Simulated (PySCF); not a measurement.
# Assigning NMR signals

Cartesian coordinates in Å; atom numbers follow the order of the lines, from 1:
```xyz
15

C     2.067    0.017    0.795
C     1.177    0.988    0.095
C     0.019    0.721   -0.512
F    -0.649    1.738   -1.090
C    -0.712   -0.569   -0.663
C    -2.100   -0.541   -0.028
H     1.657   -1.003    0.806
H     3.060   -0.027    0.317
H     2.235    0.318    1.842
H     1.495    2.036    0.063
H    -0.807   -0.777   -1.744
H    -0.107   -1.382   -0.239
H    -2.707    0.268   -0.458
H    -2.628   -1.491   -0.196
H    -2.034   -0.372    1.057
```

Theoretical values (PySCF): GIAO HF/pcSseg-2 shieldings, B3LYP/pcJ-1 coupling constants (spin–dipole term only in couplings to heteroatoms), coordinates at the PBE0-D3(BJ)/def2-SVP level. Gas phase, one computed conformer, relativity neglected, averaged over atoms made equivalent by symmetry, fast rotation or ring inversion.

References, each an isolated molecule treated in the same way: TMS for $^{13}$C (σref 191.47), $^{1}$H (σref 31.68).

Problem. Assign these signals to the numbered atoms. $^{13}$C{$^{1}$H} NMR (computed): δ 170.4 (C, d, J = 316.8 Hz), 108.7 (CH, d, J = 26.8 Hz), 21.9 (CH2, d, J = 28.1 Hz), 13.8 (CH3), 12.0 (CH3, d, J = 6.6 Hz).

Solution. 
170.4 → C3, fully substituted alkene carbon
108.7 → C2, alkene CH: as expected for a trigonal carbon in a double bond
21.9 → C5, allylic sp3 CH2: aliphatic region, no heteroatom directly attached
13.8 → C6, methyl carbon: a saturated carbon with 1 carbon neighbour and no heteroatom attached
12.0 → C1, allylic methyl carbon: aliphatic region, no heteroatom directly attached

C6 and C1 lie closer than the usual error of such a calculation, so a measured spectrum could show them in the other order.

Problem. Assign these signals to the numbered atoms. $^{1}$H NMR (600 MHz, computed): δ 5.22 (dq, J = 21.0, 8.5 Hz, 1H), 2.11 (dqq, J = 20.4, 8.4, 1.1 Hz, 2H), 1.64 (ddt, J = 8.5, 3.3, 1.1 Hz, 3H), 1.13 (t, J = 8.4 Hz, 3H).

Solution. 
```tsv
δ (ppm)	atoms	environment	reason
5.22	H10	hydrogen on an alkene CH	attached to an sp2 carbon and in the plane of the double bond
2.11	H11/H12	hydrogen on an allylic sp3 CH2	allylic position
1.64	H7/H8/H9	hydrogen on an allylic methyl carbon	allylic position
1.13	H13/H14/H15	hydrogen on a methyl carbon	–
```

Common functionals overestimate the size of one-bond C–F couplings by tens of Hz; these are unscaled. Multiplet labels drop couplings under 1 Hz and merge nearly equal ones. Unscaled 3J(H,H) at this level run about 10 % above measured values. Shifts are as computed, not scaled to solution data. Of 1211 compounds with measured shifts, 218 miss one by over three times the rms of a fit or turn the order of signals round; such compounds aren't used in these exercises.
